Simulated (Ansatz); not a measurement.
**BH5SSi: one structure at several levels**

Aim: energy, forces and dipole at a structure displaced at random from a GFN2-xTB minimum, from CCSD(T) and from density functionals.

The runs use Ansatz 0.2.0, Gaussian basis; single points in def2-TZVPP.

Correlated methods freeze the cores.

## Step 1: Starting geometry

8 atoms, charge 0, spin multiplicity 1.

Atoms are counted from 1 here; the program's logs count them from 0.

Bond lengths: Si1–B2 1.832 Å, Si1–H4 1.603 Å, Si1–H5 1.504 Å, Si1–H6 1.662 Å, B2–S3 1.882 Å, B2–H7 1.005 Å, S3–H8 1.593 Å. Angles: B2–Si1–H4 108.3°, B2–Si1–H5 109.7°, B2–Si1–H6 115.7°, H4–Si1–H5 103.0°, H4–Si1–H6 100.7°, H5–Si1–H6 117.7°, Si1–B2–S3 123.5°, Si1–B2–H7 134.8°, S3–B2–H7 99.6°, B2–S3–H8 106.4°.

Geometry (Å):

```xyz
8
BH5SSi
Si   -0.45380    0.69660   -0.47550
B     0.28700   -0.13320    0.98010
S     1.04630   -1.85370    0.92030
H    -1.54210   -0.29000   -1.11790
H     0.57420    0.82220   -1.56610
H    -1.39680    2.02500   -0.14510
H     0.64580    0.17800    1.86610
H     0.74150   -2.42850   -0.53380
```

## Step 2: CCSD(T)/def2-TZVPP

run/in.yaml reads:

```yaml
crystal:
  periodic: [false, false, false]
  atoms:
    - {symbol: Si, position_ang: [-0.453800, 0.696600, -0.475500]}
    - {symbol: B, position_ang: [0.287000, -0.133200, 0.980100]}
    - {symbol: S, position_ang: [1.046300, -1.853700, 0.920300]}
    - {symbol: H, position_ang: [-1.542100, -0.290000, -1.117900]}
    - {symbol: H, position_ang: [0.574200, 0.822200, -1.566100]}
    - {symbol: H, position_ang: [-1.396800, 2.025000, -0.145100]}
    - {symbol: H, position_ang: [0.645800, 0.178000, 1.866100]}
    - {symbol: H, position_ang: [0.741500, -2.428500, -0.533800]}
basis:
  gaussian: {orbitals: def2-TZVPP}
correlation: {method: ccsd_t}
output: {forces: true}
```

The command line of these runs was not kept.

## Step 3: PBE0-D4/def2-TZVPP

Changes to run/in.yaml since step 2:

```diff
@@ -13,3 +13,3 @@
   gaussian: {orbitals: def2-TZVPP}
-correlation: {method: ccsd_t}
-output: {forces: true}
+hamiltonian: {xc: pbe0, dispersion: d4}
+output: {forces: true, orbitals: {seedname: orbitals}}
```

## Step 4: wB97M-V/def2-TZVPP

Changes to run/in.yaml since step 3:

```diff
@@ -13,3 +13,3 @@
   gaussian: {orbitals: def2-TZVPP}
-hamiltonian: {xc: pbe0, dispersion: d4}
-output: {forces: true, orbitals: {seedname: orbitals}}
+hamiltonian: {xc: {name: wB97M-V}}
+output: {forces: true}
```

## Step 5: r2SCAN-D4/def2-TZVPP

Changes to run/in.yaml since step 4:

```diff
@@ -13,3 +13,3 @@
   gaussian: {orbitals: def2-TZVPP}
-hamiltonian: {xc: {name: wB97M-V}}
+hamiltonian: {xc: r2scan, dispersion: d4}
 output: {forces: true}
```

## Step 6: PBE-D4/def2-TZVPP

Changes to run/in.yaml since step 5:

```diff
@@ -13,3 +13,3 @@
   gaussian: {orbitals: def2-TZVPP}
-hamiltonian: {xc: r2scan, dispersion: d4}
+hamiltonian: {xc: pbe, dispersion: d4}
 output: {forces: true}
```

## Step 7: SPW92/def2-TZVPP

Changes to run/in.yaml since step 6:

```diff
@@ -13,3 +13,3 @@
   gaussian: {orbitals: def2-TZVPP}
-hamiltonian: {xc: pbe, dispersion: d4}
+hamiltonian: {xc: lda}
 output: {forces: true}
```

## Step 8: revPBE-D4/def2-TZVPP

Changes to run/in.yaml since step 7:

```diff
@@ -13,3 +13,3 @@
   gaussian: {orbitals: def2-TZVPP}
-hamiltonian: {xc: lda}
+hamiltonian: {xc: {name: revPBE}, dispersion: d4}
 output: {forces: true}
```

(Steps that only read results are left out.)

Q: Predict the outcome of this session. Wanted: energy less free atoms, CCSD(T)/def2-TZVPP; RMS force component; RMS force error; HOMO and LUMO, PBE0-D4; T1 diagnostic.

As calculated:

```
                                  quantity                                                                                           value
energy less free atoms, CCSD(T)/def2-TZVPP                                                                                  -2184.1 kJ/mol
                       RMS force component                                                            2.500 to 2.588 eV/Å over the methods
                           RMS force error  PBE0-D4 0.111, wB97M-V 0.081, r2SCAN-D4 0.128, PBE-D4 0.233, SPW92 0.350, revPBE-D4 0.226 eV/Å
                    HOMO and LUMO, PBE0-D4                                                                              -8.16 and -2.38 eV
                             T1 diagnostic                                                                                           0.019
```

In words: Against CCSD(T) the functionals' energies less atoms differ by -369.4 to -49.9 kJ/mol, PBE-D4 by -89.6 kJ/mol. CCSD(T) in triple zeta still lacks some correlation energy of the bonds, so part of these gaps is its own basis error and they don't rank the functionals. The forces of wB97M-V come nearest to CCSD(T), those of SPW92 are farthest. Frozen-core CCSD(T) forces in triple zeta carry basis errors of their own, and this is one geometry, so small gaps rank nothing.
